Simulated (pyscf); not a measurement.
Optimised with ωB97X-D3(BJ)/def2-SVP in PySCF.

Task: H₂S (SMILES S) + H₃Si–O–Zn–SH (SMILES [SiH3][O][Zn][SH]) → HS–Zn–SH (SMILES [SH][Zn][SH]) + HO–SiH₃ (SMILES O[SiH3])
Surface: singlet. Broken: H–S, O–Zn. Formed: S–Zn, H–O. Give ΔE‡ and ΔE from ωB97M-D3(BJ)/def2-TZVP, relative to the separated reactants.

Result: ΔE‡ = -0.11 eV, ΔE = -0.38 eV. Zero-point energy shifts the barrier by +0.01 eV. It is a four-centre exchange, with an imaginary mode of 826i cm⁻¹. On the reactant side the descent ends in an adduct with a S–Zn contact, 0.55 eV under the separated species and 0.32 eV under the saddle at ωB97X-D3(BJ)/def2-TZVP. On the product side the descent ends in an adduct with a O–Zn contact (not fully relaxed), 0.59 eV under the separated species and 0.76 eV under the saddle at ωB97X-D3(BJ)/def2-TZVP. At ωB97M-D3(BJ) the saddle lies under the separated reactants, which points to a path from their complex (located at ωB97X-D3(BJ) alone). What is counted as formed (S–Zn) is already present as a longer contact in the reactant adduct; forming that adduct is a step of its own. What is counted as broken (O–Zn) persists as a longer contact in the product adduct; parting that adduct is a step of its own. At ωB97X-D3(BJ)/def2-TZVP the barrier from the zero used here is -0.23 eV. One saddle was located; it need not be the lowest between these sides. Elements up to Kr have no core potential and no relativistic terms here.
